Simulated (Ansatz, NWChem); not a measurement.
**Heat of formation of C4H6 (2-butyne) from total energies**

The species is C4H6 (10 atoms), meant as a singlet with charge 0. As SMILES, `CC#CC`. The coordinates come from a PBE0-D4/def2-TZVP relaxation.

```xyz
10

C    -0.9884    1.2113   -1.3181
C    -0.2839    0.3510   -0.3856
C     0.2998   -0.3615    0.3865
C     1.0051   -1.2215    1.3187
H    -1.5556    0.6232   -2.0442
H    -1.6913    1.8654   -0.7958
H    -0.2913    1.8447   -1.8726
H     2.0830   -1.1952    1.1396
H     0.8302   -0.9092    2.3515
H     0.6755   -2.2593    1.2230
```

Total energies at MP2/cc-pVDZ, 4 core orbitals frozen (NWChem 7.3.0); the atoms run unrestricted:

| species | state | energy (Eh) |
| --- | --- | --- |
| C4H6 | singlet | -155.457947 |
| C | triplet | -37.738310 |
| H | doublet | -0.499278 |

Harmonic wavenumbers at PBE0-D4/def2-TZVP, in cm⁻¹: 25, 204, 204, 409, 409, 740, 1039, 1039, 1056, 1056, 1193, 1406, 1407, 1471, 1471, 1471, 1471, 2382, 3045, 3046, 3112, 3112, 3113, 3113.

Measured heats of formation of the gaseous atoms at 298.15 K, in kJ/mol: C 716.9, H 218.0. Spin-orbit lowering of the atoms at 298 K (mean of the ground term's levels less their thermal mean, from spectra), in kJ/mol: C 0.02. Take 1 Eh = 2625.50 kJ/mol, 1 cm⁻¹ = 0.0119627 kJ/mol, RT = 2.479 kJ/mol.

Task: Work out the heat of formation of the gas at 298 K.

Result: 
1. Electronic atomisation energy: 4 × (-37.738310) + 6 × (-0.499278) − (-155.457947) = 1.509039 Eh = 3962.0 kJ/mol.
2. Zero-point energy: half the sum of the wavenumbers, 18497 cm⁻¹ = 221.3 kJ/mol.
3. Thermal vibrational enthalpy, Σ hcν̃/(exp(hcν̃/kT) − 1): 7.5 kJ/mol. Translation, rotation and pV of a non-linear molecule: 4 RT = 9.9 kJ/mol.
4. The 10 free atoms carry 5/2 RT each: 62.0 kJ/mol.
5. Spin-orbit coupling lowers the free atoms by 4 × 0.02 = 0.1 kJ/mol.
6. Atomisation enthalpy at 298 K: 3962.0 − 0.1 − 221.3 − 7.5 − 9.9 + 62.0 = 3785.2 kJ/mol.
7. Sum of the atoms' heats of formation: 4175.6 kJ/mol. Heat of formation: 4175.6 − 3785.2 = +390.4 kJ/mol.

The tabulated value is +145.8 kJ/mol (Active Thermochemical Tables), so this level is off by +244.6 kJ/mol, or 6.1 % of the atomisation enthalpy. Perturbation theory converges slowly with the basis for atomisation. A double-zeta basis underbinds. Anharmonicity and any spin-orbit splitting of the molecule are left out, and so is core correlation.
